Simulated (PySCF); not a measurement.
## Broadened absorption spectrum of C4H5NO

Compound: C4H5NO.
Geometry (PBE0-D3(BJ)/def2-SVP, Å), atoms numbered from 1 in this order:
```
atom  x, y, z in Å
C1    -1.5455   -0.1357    0.0539
C2    -0.3552   -0.8449   -0.5194
O3    -0.4304   -1.7787   -1.2723
C4     1.0401   -0.3671   -0.0779
C5     1.1237    1.0144    0.3633
N6     1.1605    2.1179    0.7096
H7    -1.4650   -0.0547    1.1492
H8    -2.4625   -0.6665   -0.2275
H9    -1.5797    0.8972   -0.3287
H10    1.7387   -0.5545   -0.9065
H11    1.3510   -1.0249    0.7529
```

Computed, not measured: TDDFT CAM-B3LYP/def2-SVPD, vertical, gas phase, core orbitals frozen in the response in PySCF 2.14.0, density-fitted response routines.

Each state is given a Gaussian of 0.3 eV full width at half maximum, with ε(max) = 2.175×10⁸ f / Δν̃ (Δν̃ the width in cm⁻¹). The width is an assumption, not a result. The curve ends short of the highest state used, and states not computed would add to its high-energy end.

```json
{"E (eV)": "4.09", "ε (L mol⁻¹ cm⁻¹)": "0"}
{"E (eV)": "4.23", "ε (L mol⁻¹ cm⁻¹)": "0"}
{"E (eV)": "4.37", "ε (L mol⁻¹ cm⁻¹)": "2"}
{"E (eV)": "4.51", "ε (L mol⁻¹ cm⁻¹)": "5"}
{"E (eV)": "4.65", "ε (L mol⁻¹ cm⁻¹)": "4"}
{"E (eV)": "4.79", "ε (L mol⁻¹ cm⁻¹)": "1"}
{"E (eV)": "4.93", "ε (L mol⁻¹ cm⁻¹)": "0"}
{"E (eV)": "5.07", "ε (L mol⁻¹ cm⁻¹)": "0"}
{"E (eV)": "5.21", "ε (L mol⁻¹ cm⁻¹)": "0"}
{"E (eV)": "5.35", "ε (L mol⁻¹ cm⁻¹)": "0"}
{"E (eV)": "5.49", "ε (L mol⁻¹ cm⁻¹)": "0"}
{"E (eV)": "5.63", "ε (L mol⁻¹ cm⁻¹)": "0"}
{"E (eV)": "5.77", "ε (L mol⁻¹ cm⁻¹)": "0"}
{"E (eV)": "5.91", "ε (L mol⁻¹ cm⁻¹)": "0"}
{"E (eV)": "6.04", "ε (L mol⁻¹ cm⁻¹)": "0"}
{"E (eV)": "6.18", "ε (L mol⁻¹ cm⁻¹)": "0"}
{"E (eV)": "6.32", "ε (L mol⁻¹ cm⁻¹)": "0"}
{"E (eV)": "6.46", "ε (L mol⁻¹ cm⁻¹)": "0"}
{"E (eV)": "6.60", "ε (L mol⁻¹ cm⁻¹)": "0"}
{"E (eV)": "6.74", "ε (L mol⁻¹ cm⁻¹)": "0"}
{"E (eV)": "6.88", "ε (L mol⁻¹ cm⁻¹)": "3"}
{"E (eV)": "7.02", "ε (L mol⁻¹ cm⁻¹)": "79"}
{"E (eV)": "7.16", "ε (L mol⁻¹ cm⁻¹)": "606"}
{"E (eV)": "7.30", "ε (L mol⁻¹ cm⁻¹)": "1462"}
{"E (eV)": "7.44", "ε (L mol⁻¹ cm⁻¹)": "1301"}
{"E (eV)": "7.58", "ε (L mol⁻¹ cm⁻¹)": "1533"}
{"E (eV)": "7.72", "ε (L mol⁻¹ cm⁻¹)": "3567"}
{"E (eV)": "7.86", "ε (L mol⁻¹ cm⁻¹)": "3508"}
{"E (eV)": "8.00", "ε (L mol⁻¹ cm⁻¹)": "1233"}
{"E (eV)": "8.14", "ε (L mol⁻¹ cm⁻¹)": "1134"}
```

**Question.** Locate the maxima and give the states behind the curve.

**Answer.** 273 nm (4.54 eV), ε about 5.4, made up of S1 (100%); 169 nm (7.34 eV), ε about 1500, made up of S2 (87%) and S3 (13%); 159 nm (7.79 eV), ε about 4000, made up of S4 (42%) and S5 (58%) (ε in L mol⁻¹ cm⁻¹; maxima over ε = 5, shares over 10%). At its high-energy end, 8.14 eV, the curve is still rising (ε about 1100, from S5, S6 and S7). The states used: S1 4.54 eV (f 0.0001); S2 7.32 eV (f 0.015); S3 7.46 eV (f 0.0031); S4 7.75 eV (f 0.020); S5 7.82 eV (f 0.027); S6 8.26 eV (f 0.0028); S7 8.38 eV (f 0.051); S8 8.48 eV (f 0.027); S9 8.63 eV (f 0.010); S10 8.74 eV (f 0.0088).

**Question.** What would ε be at 7.79 eV, the highest of these maxima, with half the width (0.15 eV)?

**Answer.** About 7080 L mol⁻¹ cm⁻¹ against 4040, a factor of about 1.8; a lone state at its own centre would give exactly 2.

**Question.** Coming from long wavelengths, where does ε first pass 100 L mol⁻¹ cm⁻¹?

**Answer.** At about 176 nm (7.03 eV), 2.49 eV above S1.

**Question.** On this curve, what absorbance would a 10⁻⁴ mol/L sample give at 280 nm over a 1 cm path?

**Answer.** 280 nm is 4.428 eV, where ε is about 3.6 L mol⁻¹ cm⁻¹, so A = ε c l ≈ 0.00036 (Beer–Lambert, with the gas-phase spectrum and the assumed width).

The vertical ionisation energy (ΔSCF) is 10.47 eV, 1.74 eV above S10.

One conformer stands for the species.
